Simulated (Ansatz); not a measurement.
```yaml
crystal:
  periodic: [false, false, false]
  atoms:
    - {symbol: C, position_ang: [-0.319921, 1.681478, -0.971025]}
    - {symbol: C, position_ang: [0.129682, 0.515756, -0.417253]}
    - {symbol: C, position_ang: [0.614634, -0.628878, 0.164238]}
    - {symbol: N, position_ang: [-0.015237, -1.396081, 1.246243]}
    - {symbol: H, position_ang: [-0.933658, 1.692329, -1.934139]}
    - {symbol: H, position_ang: [-0.100013, 2.696365, -0.494746]}
    - {symbol: H, position_ang: [1.641276, -1.013007, -0.154020]}
    - {symbol: H, position_ang: [0.111734, -2.443024, 1.145705]}
    - {symbol: H, position_ang: [-1.035572, -1.153448, 1.397145]}
basis:
  gaussian: {orbitals: def2-mTZVP}
hamiltonian: {xc: {name: RPBE}, pseudopotentials: {relativity: none}}
scf: {lower_state_search: full}
```

```sh
$ ansatz run in.yaml --threads 2 --pin off --events-out ev --progress --plain --max-ram 4352MiB
```

It prints (some lines left out):

```
Functional definition: RPBE
910 factors; their error is unknown
mean field evaluation 1: about -4671.8524 eV, gradient 6.6e1 eV
mean field evaluation 2: about -4656.0523 eV, gradient 1.0e2 eV
mean field evaluation 4: about -4681.6246 eV, gradient 1.3e1 eV
mean field evaluation 8: about -4682.0583 eV, gradient 2.4e-1 eV
mean field evaluation 16: about -4682.0261 eV, gradient 2.7e-4 eV
mean field -4682.02611198 eV, -172.0612860242 hartree, gradient 2.7e-5 eV, S^2 0.000000; 0 other end points of the search recorded, 0 dependent functions left out
reference -4682.02615179 eV, -172.0612874868 hartree; 15, 15 occupied and 76, 76 virtual orbitals, 910 factors
Total energy: -4682.02615179 eV, -172.0612874868 hartree
```

It took 1.1 s on 2 threads of an Arm Neoverse V1 on a shared host, with 0.39 GiB of host memory at the peak.
